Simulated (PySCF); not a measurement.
## Electron affinity of Cl by level of theory

Cl- [Ar] (1S) → Cl [Ne] 3s2 3p5 (2P), as a difference of total energies. Computed with PySCF 2.14 in aug-cc-pVDZ-DK (5s4p2d, 27 functions), with scalar relativity by spin-free X2C-1e. Correlated levels: valence: [Ne] frozen. The calculations carry no spin-orbit coupling.

| method | electron affinity (eV) |
| --- | --- |
| UHF | 2.455 |
| MP2 (valence) | 3.540 |
| SCS-MP2 (valence) | 3.445 |
| CCSD (valence) | 3.367 |
| CCSD(T) (valence) | 3.417 |
| CCSDT (valence) | 3.416 |

Problem. How much does correlation contribute at CCSD(T) (valence)?

Solution. 3.417 − (2.455) = 0.962 eV, measured against UHF.

A first-order spin-orbit estimate (lowest level to lowest level, LS coupling) adds -0.035 eV.

Errors of the correlated levels include the incompleteness of this basis and the frozen core.

For comparison: 3.613 eV (measured; photodetachment measurements, as compiled on the Wikipedia data page of electron affinities).
